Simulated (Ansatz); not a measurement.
The cluster C₃H₂, relaxed as a singlet with RKS r2SCAN-D4/def2-TZVP in Ansatz, starting from the GFN2-xTB geometry. Force threshold 0.02 eV/Å.

The restricted singlet is unstable towards broken spin symmetry in Hartree–Fock (as tested in another run); at r2SCAN-D4/def2-TZVP this wasn't settled. Another isomer (singlet) lies 1.26 eV lower at PBE0-D4/def2-TZVP; other spin states weren't run for this one.

Start:

Cartesian coordinates in Å:
```
C 0.2465 -0.9136 0.7805
C -0.2589 1.0738 -0.7340
C -0.0033 0.0402 0.0096
H 0.4588 -1.3156 1.7341
H -0.4432 1.1152 -1.7902
```

```json
{"step": "1", "energy (eV)": "-3136.9957", "largest force component (eV/Å)": "0.674", "SCF passes": "26"}
{"step": "2", "energy (eV)": "-3137.0175", "largest force component (eV/Å)": "0.428", "SCF passes": "34"}
{"step": "3 (rejected)", "energy (eV)": "-3136.7969", "largest force component (eV/Å)": "1.990", "SCF passes": "38"}
{"step": "4", "energy (eV)": "-3137.0443", "largest force component (eV/Å)": "0.360", "SCF passes": "34"}
{"step": "5", "energy (eV)": "-3137.0496", "largest force component (eV/Å)": "0.252", "SCF passes": "34"}
{"step": "6", "energy (eV)": "-3137.0612", "largest force component (eV/Å)": "0.179", "SCF passes": "33"}
{"step": "7 (rejected)", "energy (eV)": "-3137.0493", "largest force component (eV/Å)": "0.574", "SCF passes": "33"}
{"step": "8", "energy (eV)": "-3137.0678", "largest force component (eV/Å)": "0.081", "SCF passes": "33"}
{"step": "9", "energy (eV)": "-3137.0707", "largest force component (eV/Å)": "0.013", "SCF passes": "33"}
```

Force components are those of the run's own axes.

End:

```xyz
5

C     0.2518   -1.0534    0.6881
C    -0.2525    1.0624   -0.6876
C     0.0006    0.0041    0.0013
H     0.4383   -1.1480    1.7510
H    -0.4381    1.1349   -1.7529
```

By distances, no bond broke or formed. The bond that changes most is C1–C3, from 1.25 to 1.29 Å (atoms count from 1).

No frequencies were taken in this run, so the end may be a saddle point.

Hardware: 4 threads of AMD EPYC 9B45 on a shared host. Wall time 3 s.
